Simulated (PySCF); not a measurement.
Structure with atom numbers: `[CH:1]#[C:2][C:3]([F:4])([F:5])[F:6]`. Hydrogens are named by the atom that carries them.

PySCF 2.14.0 with density-fitted response routines calculation with shielding tensors at B97-2/pcSseg-2 (GIAO) and geometry: PBE0-D3(BJ)/def2-TZVP; fast rotation and ring inversion assumed for equivalent nuclei, relativity neglected, single conformer, in vacuum.

Task: List the cross peaks expected in HSQC, COSY and HMBC spectra.

Result: 

HSQC (one-bond C–H):
```tsv
δH	δC
2.33 (H(C1))	79.7 (C1)
```

HMBC (two and three bonds, from the bond graph):
```tsv
δH	δC
2.33 (H(C1))	124.3 (C3), 76.0 (C2)
```

No COSY cross peaks are expected.

δ = σ(ref) − σ, references computed at the same level: 1H, 13C against TMS.

Shifts are as computed. Against solution values, carbons near 30 ppm lie about +3 ppm off and those near 130 ppm about +7 ppm. Of 1309 compounds with measured shifts, 239 miss one by over three times the rms of a fit or turn the order of signals round; such compounds aren't used in these exercises.
